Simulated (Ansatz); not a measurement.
The first iterations of a band of H3N + H4OSi (10 atoms, charge 0, multiplicity 1).

Theory: RHF/def2-SVP (Ansatz 0.2.0).

| Property | Result |
| --- | --- |
| movable images | 7 |
| climbing image | yes |
| spring | 5.0 eV/Å² |
| optimiser | quadratic models (default) |
| start path | through a guess of the saddle point |
| force threshold | 0.05 eV/Å |
| iteration limit | 60 |
| end points | relaxed |

First end point:

```xyz
10
Properties=species:S:1:pos:R:3
Si -0.306 -0.532 -0.250
H -0.585 -0.796 1.182
O 1.310 -0.287 -0.508
H 1.931 -0.986 -0.378
H -1.000 0.696 -0.675
H -0.797 -1.689 -1.035
N 1.738 2.459 1.414
H 1.890 1.722 0.745
H 1.091 3.109 1.001
H 1.278 2.049 2.209
```

Last end point:

```xyz
10
Properties=species:S:1:pos:R:3
Si 0.176 0.598 -0.661
H 1.673 -0.531 2.787
O 1.207 -0.443 0.116
H 1.221 -1.358 -0.117
H 0.544 0.667 -2.094
H -1.209 0.094 -0.516
N 0.263 2.175 -0.009
H -0.119 2.382 0.894
H 1.038 2.774 -0.219
H 1.755 -0.613 3.526
```

| iteration | highest image above the first end (eV) | largest band force component (eV/Å) |
| --- | --- | --- |
| 1 | 9.088 | 48.309 |
| 2 | 5.635 | 31.111 |
| 3 | 3.405 | 14.684 |
| 4 | 3.076 | 4.579 |
| 5 | 2.309 | 3.411 |
| 6 | 1.638 | 2.849 |
| 7 | 2.185 | 2.634 |
| 8 | 2.127 | 1.154 |
| 9 | 1.913 | 1.125 |
| 10 | 1.696 | 0.534 |
| 11 | 1.680 | 1.058 |
| 12 | 1.419 | 0.766 |
| 13 | 1.387 | 0.817 |
| 14 | 1.325 | 0.952 |

Question: Does the band converge within its limit, and where does its top end?

Answer: It converged. It ended after 43 iterations with the highest image 2.321 eV above the first end. Beside the main top the profile has a ripple of under 15 meV (maxima at images 3, 5), which may be a very shallow well or noise. Neighbouring images differ by up to 2.5 eV, so the band resolves the path poorly. A vibrational analysis at the climbing image gives one clearly imaginary mode, 880i cm⁻¹: a first-order saddle point. The orbitals stay closed-shell, which can raise the energy where a bond breaks towards radicals; this wasn't checked here.

The run took 2.7 min on 2 threads of Arm Neoverse V2, with other jobs on the host, peak memory 0.14 GiB.
